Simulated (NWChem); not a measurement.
System: water (H2O); SMILES O

The following NWChem deck was run.

```
start job
memory heap 200 mb stack 900 mb global 1100 mb
geometry units angstroms noautoz
  O      0.000000     0.000000     0.143194
  H      0.757685     0.000000    -0.469929
  H     -0.757685     0.000000    -0.469929
end
basis spherical
  O library def2-tzvp
  H library def2-tzvp
end
dft
  xc xpbe96 cpbe96
  iterations 150
  vectors input atomic output neutral.movecs
end
task dft energy
charge 1
dft
  odft
  mult 2
  vectors input atomic output cation.movecs
end
task dft energy
```

The geometry was optimised at PBE-D3(BJ)/def2-SVP.

Ions are spin-unrestricted doublets at the neutral geometry; other ion states weren't tried.

What results follow from this input? (PBE/def2-TZVP, vertical spin-unrestricted ions.) Quantities: vertical ionisation energy, ΔSCF (eV); −ε(HOMO) (eV).

vertical ionisation energy, ΔSCF (eV): 12.65
−ε(HOMO) (eV): 6.96
